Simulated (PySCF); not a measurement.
Identify the unknown among the candidates.

All candidates are C5H5N.

| technique | computed result |
| --- | --- |
| 1H NMR | chemical shifts (computed TMS as zero) by class: 7.92 (1 H), 7.52 (1 H), 6.55 (1 H), 6.26 (1 H), 2.86 (1 H) ppm [GIAO PBE0/pcSseg-1] |
| Rotational structure | rotational constants A, B, C: 5.053, 3.765, 2.158 GHz [GFN2-xTB] |
| Polarisability | 69.4 au [wB97X-D/def2-SVPD] |
| Dipole | 1.29 D [wB97X-D/def2-SVPD] |
| UV, first state | lowest singlet excitation: 4.45 eV (278 nm, f = 0.001) [TDDFT wB97X-D/def2-SVPD] |
| 13C NMR | chemical shifts (computed TMS as zero) by class: 156.5 (1 C), 143.5 (1 C), 140.0 (1 C), 92.3 (1 C), 79.3 (1 C) ppm [GIAO PBE0/pcSseg-1] |
| UV, strongest line | among the 8 lowest singlet transitions: S2 at 5.53 eV (224 nm, f = 0.338) [TDDFT wB97X-D/def2-SVPD] |

Electronic properties: PySCF, gas phase, density fitting. Levels stand in brackets. Isolated species at its GFN2-xTB geometry (one conformer only). Each NMR value is the plain mean over a class of atoms that symmetry, rotation or inversion makes alike.

**Question.** Which candidate is it?
A. `N#CC1=CCC1`
B. `CC=C=CC#N`
C. `C#CC(=C)N=C`

**Answer.** C. It is `C#CC(=C)N=C`. Numbering: `[CH:1]#[C:2][C:3](=[CH2:4])[N:5]=[CH2:6]`. Its formula, C5H5N, gives 4 degrees of unsaturation: 0 rings and 4 π bonds in the structure found. 5 carbons fall into 5 classes; from least to most shielded: imine carbon [C6] (156.5 ppm), vinylic carbon bearing nitrogen [C3] (143.5 ppm), terminal =CH2 carbon [C4] (140.0 ppm), terminal alkyne carbon [C1] (92.3 ppm), alkyne carbon [C2] (79.3 ppm). Hydrogen classes from least to most shielded: 1 H on an imine carbon, C6 (7.92 ppm), 1 H on an imine carbon, C6 (7.52 ppm), 1 H on a terminal =CH2 carbon, C4 (6.55 ppm), 1 H on a terminal =CH2 carbon, C4 (6.26 ppm), 1 H on a terminal alkyne carbon, C1 (2.86 ppm). By its constants the optimised geometry is an asymmetric top.

The others, at the same levels:
- `CC=C=CC#N` fails: its computed 13C shifts are 230.7 (1 C), 117.4 (1 C), 98.1 (1 C), 71.3 (1 C), 16.8 (1 C) ppm, 1H shifts are 5.91 (1 H), 5.22 (1 H), 1.95 (3 H) ppm and rotational constant A is 12.722 GHz (against 5.053 GHz).
- `N#CC1=CCC1` fails: its computed 13C shifts are 163.2 (1 C), 126.8 (1 C), 118.8 (1 C), 35.3 (1 C), 31.5 (1 C) ppm, 1H shifts are 6.97 (1 H), 2.85 (2 H), 2.63 (2 H) ppm and rotational constant A is 12.771 GHz (against 5.053 GHz).

Each candidate is one conformer, not necessarily the lowest. The conformers computed, where there is a choice (atom-mapped SMILES and torsion angles):
- `[CH:1]#[C:2][C:3](=[CH2:4])[N:5]=[CH2:6]`: C2–C3–N5–C6 4°
